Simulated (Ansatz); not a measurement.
# SiH2O (triplet): wave-function methods side by side, def2-TZVPP

One table from this session's results is given with a row withheld; the runs are named, their logs left out.

Program: Ansatz 0.2.0, Gaussian basis. Level of theory: def2-TZVPP, core rule «outside noble gas», up to 6 orbitals frozen. These are calculated values, not measurements.

The runs, in order: UHF; ROHF; CCSD(T) on UHF.

2 further runs of the same task are left out: 2 set aside as unsound or not needed.

### What is computed

The geometry is a PBE0/def2-TZVP stationary point (not a proven minimum) of the parent state, kept for this charge and spin.

4 atoms, charge 0, spin multiplicity 3.

Atoms are counted from 1 here; the program's logs count them from 0.

Bond lengths: Si1–O2 1.657 Å, Si1–H3 1.532 Å, O2–H4 0.961 Å. Angles: O2–Si1–H3 94.4°, Si1–O2–H4 114.2°.

Set-up of the first run:

Input file in.yaml:

```yaml
crystal:
  periodic: [false, false, false]
  atoms:
    - {symbol: Si, position_ang: [0.000000, -0.118572, 0.606157]}
    - {symbol: O, position_ang: [0.000000, 0.162082, -1.027349]}
    - {symbol: H, position_ang: [0.000000, 1.366569, 0.980666]}
    - {symbol: H, position_ang: [0.000000, -0.635437, -1.563283]}
basis:
  gaussian: {orbitals: def2-TZVPP}
magnetization: {spin_polarized: true, initial_magnetization: 2}
hamiltonian: {xc: hf}
output: {orbitals: {seedname: orbitals}}
```

Command:

```console
$ ansatz run in.yaml --threads 1 --pin off --events-out ev --progress --plain --max-ram 4096MiB --backend cpu
```

Among the steps run: UHF; ROHF; CCSD(T) on UHF.

One of the session's tables, all rows but one given; the rest of the session is left out.

```
  method  from UCCSD(T) (kJ/mol)
    ROHF                  +937.4
     UHF                  +931.4
    UMP2                   +77.3
   UCCSD                       ?
UCCSD(T)                       0
```

Q: Estimate the row for UCCSD from the others.

The run gave: from UCCSD(T) (kJ/mol): +32.8. In the column «from UCCSD(T) (kJ/mol)» it lies between UCCSD(T) (0) and UMP2 (+77.3).
